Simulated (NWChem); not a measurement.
Species: ethylamine (C₂H₇N); SMILES NCC

```xyz
10

C      0.2599    -1.2361    -0.0315
C     -0.5555     0.0424     0.0220
N      0.3032     1.2074    -0.0817
H     -0.3865    -2.1265    -0.0048
H      0.8663    -1.2666    -0.9493
H      0.9499    -1.3026     0.8263
H     -1.1931     0.0241     0.9335
H     -1.2549     0.0585    -0.8317
H     -0.2493     2.0621    -0.0738
H      0.9183     1.2617     0.7291
```
Atoms are numbered in this order, from 1.

All runs: NWChem. Structure relaxed at the PBE0/def2-SVP level. Ions are spin-unrestricted doublets at the neutral geometry; other ion states weren't tried.

For level CAM-B3LYP/def2-SVP:

```yaml
vertical ionisation energy, ΔSCF (eV): 9.35
"−ε(HOMO) (eV)": 7.98
```

Problem. How do the values read with level PBE/def2-SVP instead?

Solution. 
| Quantity | Result |
|---|---|
| vertical ionisation energy, ΔSCF (eV) | 9.08 |
| −ε(HOMO) (eV) | 4.94 |
